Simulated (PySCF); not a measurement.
# Si3H8 (trisilane): PBE/6-31G(d) (spherical functions)

What is the energy change on altering one bond length of Si3H8 (trisilane) at PBE/6-31G* (spherical functions)? The job is set up through a Python script.

The calculation is run with PySCF 2.14.0.

1 further run of the same task is left out (set aside as unsound or not needed).

**1. The molecule**

Si3H8 has 11 atoms, charge 0, and is taken as a singlet. SMILES: `[SiH3][SiH2][SiH3]`. The coordinates come from a PBE0-D4/def2-TZVP relaxation.

Bond lengths: Si1–Si2 2.338 Å, Si2–Si3 2.338 Å, Si1–H4 1.488 Å, Si1–H5 1.488 Å, Si1–H6 1.488 Å, Si2–H7 1.490 Å, Si2–H8 1.490 Å, Si3–H9 1.488 Å, Si3–H10 1.488 Å, Si3–H11 1.488 Å. Some angles: Si1–Si2–Si3 110.4°, Si1–Si2–H7 109.6°, Si1–Si2–H8 109.6°, Si3–Si2–H7 109.6°, Si3–Si2–H8 109.6°, Si2–Si1–H4 111.2°, Si2–Si1–H5 109.8°, Si2–Si1–H6 109.8°, Si2–Si3–H9 109.8°, Si2–Si3–H10 109.8°.

**2. A single-point energy at PBE/6-31G(d) (spherical functions)**

job.py reads:

```python
# [SiH3][SiH2][SiH3]
from pyscf import gto, dft

system = gto.M(
    atom=[
    ('Si', (-1.292570, 1.366730, -0.525270)),
    ('Si', (-0.462570, -0.807300, -0.296320)),
    ('Si', (1.631930, -0.774400, 0.742750)),
    ('H', (-2.625850, 1.367720, -1.185120)),
    ('H', (-0.354030, 2.180440, -1.344070)),
    ('H', (-1.422540, 2.000090, 0.814640)),
    ('H', (-0.343400, -1.440160, -1.640160)),
    ('H', (-1.410380, -1.620800, 0.516390)),
    ('H', (1.515950, -0.154940, 2.090430)),
    ('H', (2.583820, 0.031780, -0.068050)),
    ('H', (2.179610, -2.149160, 0.894770)),
],
    max_memory=1860,
    spin=0,
    verbose=3,
    charge=0,
    basis='6-31g*',
)

calc0 = dft.RKS(system, xc='pbe')
calc0.grids.level = 5
calc0.conv_tol = 1e-10
calc0.kernel()
if not calc0.converged:
    calc0 = calc0.newton().run(calc0.mo_coeff, calc0.mo_occ)

etot = calc0.e_tot
print('E(%s) = %.9f' % ('PBE', etot))
```

Command:

```bash
$ OMP_NUM_THREADS=1 python job.py
```

Standard output:

```text
converged SCF energy = -872.735694324118
E(PBE) = -872.735694324
```

It took 17 s on 1 thread of Arm Neoverse V1, shared host; peak memory 0.37 GiB.

**3. The distorted shape**

job.py reads:

```python
from pyscf import gto, dft

mol = gto.Mole()
mol.atom = '''
Si    -1.417083     1.692868    -0.559616
Si    -0.462570    -0.807300    -0.296320
Si     1.631930    -0.774400     0.742750
H     -2.750363     1.693858    -1.219466
H     -0.478543     2.506578    -1.378416
H     -1.547053     2.326228     0.780294
H     -0.343400    -1.440160    -1.640160
H     -1.410380    -1.620800     0.516390
H      1.515950    -0.154940     2.090430
H      2.583820     0.031780    -0.068050
H      2.179610    -2.149160     0.894770
'''
mol.verbose = 3
mol.basis = '6-31g*'
mol.charge = 0
mol.max_memory = 1860
mol.build()

ks = dft.RKS(mol)
ks.xc = 'pbe'
ks.grids.level = 5
ks.conv_tol = 1e-10
ks.kernel()
if not ks.converged:
    ks = ks.newton().run(ks.mo_coeff, ks.mo_occ)

etot = ks.e_tot
print(f'total energy: {etot:.8f} hartree')
```

Command:

```bash
$ OMP_NUM_THREADS=1 python job.py
```

Standard output:

```text
converged SCF energy = -872.721670199905
total energy: -872.72167020 hartree
```

Run time: 18 s. Hardware: 1 thread of Arm Neoverse V1, shared host; peak memory 0.37 GiB.

**4. What came out**

Level: PBE/6-31G* (spherical functions).

| quantity | value |
| --- | --- |
| first shape: total energy | -872.73569 Eh |
| first shape: dipole moment | 0.06 D |
| first shape: HOMO energy | -6.90 eV |
| first shape: LUMO energy | -0.65 eV |
| first shape: HOMO–LUMO gap | 6.25 eV |
| distorted shape: total energy | -872.72167 Eh |
| distorted shape: dipole moment | 0.04 D |
| distorted shape: HOMO energy | -6.58 eV |
| distorted shape: LUMO energy | -1.41 eV |
| distorted shape: HOMO–LUMO gap | 5.17 eV |
| energy change with the Si1–Si2 bond stretched from 2.338 to 2.689 Å | 0.382 eV |

**Reading.** With the Si1–Si2 bond stretched from 2.338 to 2.689 Å the energy rises by 0.38 eV (8.8 kcal/mol). The first shape isn't relaxed at this level, so the change isn't measured from a minimum. Mulliken charges (first shape) run from -0.03 on Si2 to +0.08 on Si1.
